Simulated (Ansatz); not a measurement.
# C2H4Si: structure from calculated spectroscopic constants

These gas-phase data were calculated for one isomer of C2H4Si at BLYP-D3(BJ)/def2-SVP (harmonic, unscaled wavenumbers; equilibrium rotational constants with average atomic masses):

```
rotational constants            : 83.94, 4.711, 4.711 GHz
all wavenumbers above 1500 cm⁻¹ : 3382, 2177, 2177, 2176, 2080
```

Candidates:

(1) `C#C[SiH3]`, a singlet
(2) `C1C[Si]1`, a singlet
(3) `C1=C[SiH2]1`, a singlet

**Question.** Assign the data to one candidate and say why.

**Answer.** Candidate (1). The band at 3382 cm⁻¹ lies where the ≡C–H stretch is expected; (2), (3) have no mode between 3300 and 3560 cm⁻¹.

The same quantities for all candidates:

```
     rotational constants (GHz)   wavenumbers above 1500 cm⁻¹  E above the lowest, BLYP-D3(BJ)/def2-SVP (kcal/mol)
(1)         83.94, 4.711, 4.711  3382, 2177, 2177, 2176, 2080                                                  0.0
(2)         21.21, 9.964, 7.452        3084, 3065, 3007, 3001                                                  8.4
(3)         27.55, 9.666, 7.844  3110, 3085, 2183, 2171, 1518                                                  7.9
```

Harmonic stretches to hydrogen usually lie a few per cent above observed fundamentals. Programs: Ansatz 0.2.0.
